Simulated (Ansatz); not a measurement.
# BSiH (singlet): the correlation ladder at distance Si1–B2 = 1.895 Å, 6-31G

The task here is to estimate one member of a computed series from the others.

Program: Ansatz 0.2.0, Gaussian basis. Level of theory: 6-31G, core rule «outside noble gas», up to 6 orbitals frozen. These are calculated values, not measurements.

Plan: UHF; CCSD(T) on RHF; CCSD(T) on UHF; BCCD(T) on RHF; CISD; CCSDT(Q) on RHF; CCSDT(Q) on UHF; CISDTQ; CCSDTQ on RHF; CCSDTQ on UHF; CASSCF and MRCISD+Q, 2 electrons in 2 orbitals; CASSCF and NEVPT2, 2 electrons in 2 orbitals; CASSCF and MRCISD+Q, 8 electrons in 9 orbitals; CASSCF and NEVPT2, 8 electrons in 9 orbitals; Full CI.

26 further runs of the same task are left out: 2 for a known fault of the program, 17 that didn't finish, 7 set aside as unsound or not needed.

**The system**

The geometry derives from a PBE0/def2-TZVP stationary point (not a proven minimum). One bond is set to the value named and the two fragments are kept rigid.

3 atoms, charge 0, spin multiplicity 1.

Atoms are counted from 1 here; the program's logs count them from 0.

Bond lengths: Si1–B2 1.895 Å, B2–H3 1.186 Å. Angles: Si1–B2–H3 180.0°.

Set-up of the first run:

in.yaml

```yaml
crystal:
  periodic: [false, false, false]
  atoms:
    - {symbol: Si, position_ang: [0.000000, 0.000000, 1.658754]}
    - {symbol: B, position_ang: [0.000000, 0.000000, -0.236394]}
    - {symbol: H, position_ang: [0.000000, 0.000000, -1.422360]}
basis:
  gaussian: {orbitals: 6-31G}
magnetization: {spin_polarized: true, initial_magnetization: 0}
hamiltonian: {xc: hf}
output: {orbitals: {seedname: orbitals}}
```

Command:

```bash
ansatz run in.yaml --threads 1 --pin off --events-out ev --progress --plain --max-ram 2393MiB
```

Among the steps run: UHF; CCSD(T) on RHF; CCSD(T) on UHF; BCCD(T) on RHF; CISD; CCSDT(Q) on RHF; CCSDT(Q) on UHF; CISDTQ; CCSDTQ on RHF; CCSDTQ on UHF; CASSCF and MRCISD+Q, 2 electrons in 2 orbitals; CASSCF and NEVPT2, 2 electrons in 2 orbitals; CASSCF and MRCISD+Q, 8 electrons in 9 orbitals; CASSCF and NEVPT2, 8 electrons in 9 orbitals; Full CI.

One of the session's tables, all rows but one given; the rest of the session is left out.

```
          method  from FCI (kcal/mol)
             RHF                    ?
            RMP2               +21.83
            CISD                +9.38
           RCCSD                +4.59
        RCCSD(T)                +2.49
         BCCD(T)                +2.51
          RCCSDT                +1.21
          CISDTQ                +1.01
       RCCSDT(Q)                +0.31
         RCCSDTQ                +0.05
  CASSCF valence               +18.35
  NEVPT2 valence                +5.43
  MRCISD valence                +0.45
MRCISD+Q valence                +0.07
             FCI                    0
```

Q: Estimate the row for RHF from the others.

As computed: from FCI (kcal/mol): +75.78. In the column «from FCI (kcal/mol)» it is the highest.

Among the levels timed on like hardware and quicker than the yardstick, those that no quicker one beats, quickest first: RCCSD(T) (0.36 s, +2.49 kcal/mol); RCCSDT(Q) (0.87 s, +0.31 kcal/mol); RCCSDTQ (6.5 s, +0.05 kcal/mol).

Not comparable, so not listed: CASSCF and MRCISD+Q, 2 electrons in 2 orbitals (they don't share determinant, frozen orbitals or solution with the rows shown, or repeat one).

Caveats from the session: The report flags that the cluster equations may have other roots. The yardstick is full CI for this spin, exact in this basis with these frozen cores. Left out of the table: CASSCF pair, NEVPT2 pair (the active space lost an orbital or holds another state than full CI finds). Left out of the table: UHF, UMP2, UCCSD, UCCSD(T), UCCSDT, UCCSDT(Q), UCCSDTQ (another determinant or state than the rows shown). The program flags RCCSDT(Q), RCCSDTQ as in doubt, so those rows may rest on another solution; read them beside their warnings. With 2.1 effectively unpaired electrons against 0 the state is strongly multireference. Of the multireference levels listed MRCISD+Q valence comes nearest in total energy (+0.07 kcal/mol), which doesn't show that its space is the better one. Warnings in the runs' records: large difference, other roots, passed over end.
